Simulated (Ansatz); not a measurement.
How methods differ on P2H4 (diphosphine)

The species is P2H4 (6 atoms), meant as a singlet with charge 0. As SMILES, `PP`. Geometry: optimised at r2SCAN/def2-SVP. This is one conformer, not always the lowest.

Each level gives the adiabatic ionisation energy (to the doublet cation, shapes relaxed at r2SCAN/def2-SVP, no zero-point term) (eV). The values are calculated.

| level | kind | program | value (eV) | less CCSD(T)/def2-TZVPP | CPU time (all runs) |
| --- | --- | --- | --- | --- | --- |
| HF/def2-TZVPP | Hartree–Fock | Ansatz | 7.71 | -1.03 | 4.7 s |
| PBE/def2-TZVPP | GGA | Ansatz | 8.58 | -0.16 | 4.3 s |
| B3LYP/def2-TZVPP | global hybrid | Ansatz | 8.67 | -0.07 | 5.8 s |
| wB97M-V/def2-TZVPP | range-separated hybrid | Ansatz | 8.79 | +0.05 | 23 s |
| MP2/def2-TZVPP | perturbation theory | Ansatz | 8.75 | +0.01 | 4.9 s |
| CCSD(T)/def2-TZVPP | coupled cluster or CI | Ansatz | 8.74 | 0.00 | 47 s |

CCSD(T)/def2-TZVPP is the highest level here, not the true value. The values span 7.71 to 8.79 eV. Times are those of the runs behind each value, whatever else they computed, on shared processors of several kinds: orders of magnitude only.
